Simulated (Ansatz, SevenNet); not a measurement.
How the equilibrium volume per atom of 1T (CdI2-type) PtSe2 moves with the method

No measured value is used here.

```json
[
 {"level (code)": "SevenNet-0 (SevenNet)", "value (Å³/atom)": "___"},
 {"level (code)": "LDA (Ansatz)", "value (Å³/atom)": "19.24"},
 {"level (code)": "PBE (Ansatz)", "value (Å³/atom)": "26.44"},
 {"level (code)": "PBE-D3(BJ) (Ansatz)", "value (Å³/atom)": "19.80"},
 {"level (code)": "PBE-D4 (Ansatz)", "value (Å³/atom)": "19.82"},
 {"level (code)": "rVV10 (Ansatz)", "value (Å³/atom)": "21.76"},
 {"level (code)": "r²SCAN (Ansatz)", "value (Å³/atom)": "___"},
 {"level (code)": "r²SCAN-D4 (Ansatz)", "value (Å³/atom)": "21.54"},
 {"level (code)": "HSE06 (Ansatz)", "value (Å³/atom)": "___"}
]
```

Question: Complete the blanks.

Answer: 
- SevenNet-0 (SevenNet), value (Å³/atom): 22.86
- r²SCAN (Ansatz, a first-principles code), value (Å³/atom): 23.26
- HSE06 (Ansatz), value (Å³/atom): 26.08

Density-functional levels without +SOC have no spin–orbit coupling. LDA, PBE, r²SCAN, HSE06: the cell comes from a level without a dispersion term, which matters for the spacing of layers, chains or molecules. HSE06: hybrids on metals are sensitive to the k mesh and can open a false gap. Cutoffs and k meshes differ between the levels. Ansatz's density-functional and Hartree–Fock values are scalar-relativistic unless marked +SOC, with PAW data made under PBE.

Machine-learned potentials (SevenNet-0) are trained on DFT data, which may include these solids.
